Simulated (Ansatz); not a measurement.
Total energies of trisilane, H8Si3.

Cartesian coordinates in Å:
```
Si 1.886 -0.503 0.027
Si 0.017 0.726 -0.656
Si -1.898 -0.029 0.454
H 3.118 -0.040 -0.666
H 1.679 -1.944 -0.278
H 2.078 -0.353 1.494
H -0.168 0.580 -2.127
H 0.232 2.170 -0.357
H -1.721 0.125 1.923
H -2.120 -1.469 0.152
H -3.102 0.738 0.035
```

Total charge 0; spin multiplicity 1. Geometry: relaxed with PBE0-D4/def2-TZVP. Basis def2-TZVPP, Ansatz 0.2.0.

RPA on PBE orbitals: Hartree–Fock energy of these orbitals -871.42124 Eh, correlation -0.80643 Eh (frozen core).

```tsv
functional	kind	energy without D4 (Eh)	D4 term (kJ/mol)
LDA (SPW92)	LDA	-869.73132	–
PBE	GGA	-872.82743	-23.1
revPBE	GGA	-873.11612	-60.8
BLYP	GGA	-873.26789	-49.1
r2SCAN	meta-GGA	-873.21188	-5.6
B97M-V	meta-GGA with VV10	-873.07799	–
PBE0	global hybrid, 25 % exact exchange	-872.92350	-19.8
B3LYP	global hybrid, 20 %	-873.37163	-37.4
r2SCANh	meta-GGA hybrid, 10 %	-873.20781	-6.1
r2SCAN0	meta-GGA hybrid, 25 %	-873.20260	-6.8
HSE06 (plane-wave form)	screened hybrid	-872.90239	-18.7
BHLYP	global hybrid, 50 %	-873.29494	-31.7
CAM-B3LYP	range-separated hybrid	-873.30807	-20.5
LC-ωPBE	long-range corrected hybrid	-873.02936	–
ωB97X-V	range-separated hybrid GGA with VV10	-873.16211	–
ωB97M-V	range-separated hybrid meta-GGA with VV10	-873.20061	–
B2PLYP	double hybrid	-872.92127	–
PBE-QIDH	double hybrid	-872.66646	–
```

B3LYP takes the VWN-RPA correlation (the form of Gaussian; ORCA's B3LYP/G). HSE06 is the plane-wave form, built on full-range PBE exchange. The double hybrids freeze the cores in their second-order part.

LC-ωPBE has ω = 0.4 bohr⁻¹.
